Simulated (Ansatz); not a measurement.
# HOSi: the cost of one run

Method: def2-QZVPP, all electrons in the functionals, frozen cores in the correlation of double hybrids and RPA; program: Ansatz 0.2.0, Gaussian basis.

To be run: wB97M-V, B2PLYP, at charge 0, quartet; charge 0, doublet; charge 0, sextet; charge 1, triplet; charge 1, quintet.

## (1) The system

The geometry is a PBE0/def2-TZVP stationary point (not a proven minimum).

3 atoms, charge 0, spin multiplicity 4.

Atoms are counted from 1 here; the program's logs count them from 0.

Bond lengths: Si1–O2 1.728 Å, Si1–H3 1.496 Å. Angles: O2–Si1–H3 115.5°.

No dispersion term is added; wB97M-V holds VV10 nonlocal correlation.

The geometry shown and the zero of energy belong to the point charge 0, quartet. The yardstick, UCCSD(T), and other wave-function levels (R restricted, U unrestricted, valence and pair active spaces) come from earlier runs.

## (2) wB97M-V, charge 0, quartet

The input, in.yaml:

```yaml
crystal:
  periodic: [false, false, false]
  atoms:
    - {symbol: Si, position_ang: [0.000000, -0.094440, 0.592147]}
    - {symbol: O, position_ang: [0.000000, 0.091474, -1.126196]}
    - {symbol: H, position_ang: [0.000000, 1.179495, 1.376770]}
basis:
  gaussian: {orbitals: "def2-QZVPP.json"}
magnetization: {spin_polarized: true, initial_magnetization: 3}
hamiltonian: {xc: {name: wB97M-V}}
output: {orbitals: {seedname: orbitals}}
```

Started as:

```console
ansatz run in.yaml --threads 1 --pin off --events-out ev --progress --plain --max-ram 2393MiB
```

Q: Estimate wall time and peak memory on 1 thread of Arm Neoverse V1, shared host.

About 85 s, with a peak of 0.44 GiB.
